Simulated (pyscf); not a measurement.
HS–GeH₃ + hydrogen (H₂) → HS–GeH: [singlet] + hydrogen (H₂) + hydrogen (H₂), a multi-bond step (singlet surface; Ge–H, Ge–H, H–H broken, H–H, H–H formed). PySCF, gas phase, ωB97X-D3(BJ)/def2-SVP geometries. Energies in kJ/mol from the separated reactants.

Small-basis levels: PySCF, no dispersion term, spherical d functions. 

Question: Quick HF/6-31G*+LANL2DZ single points give ΔE‡ = 392.5 kJ/mol and ΔE = +105.7 kJ/mol. What does ωB97M-D3(BJ)/def2-TZVP give, and how far is the quick result from it?

Answer: ωB97M-D3(BJ)/def2-TZVP gives ΔE‡ = 269.7 kJ/mol and ΔE = +101.3 kJ/mol. HF/6-31G*+LANL2DZ lies 122.8 kJ/mol over it in the barrier and 4.4 kJ/mol over it in the reaction energy, so on this step it does not hold to within 12.6 kJ/mol. ωB97M-D3(BJ)/def2-TZVP has limits of its own. The same reactants have a lower exit, to H₂S + GeH₄ (barrier +248.7 kJ/mol at ωB97M-D3(BJ)/def2-TZVP, against +269.7 kJ/mol here). This is the saddle that the search found; another between the same sides may lie lower. In the def2 sets elements up to Kr have no core potential.
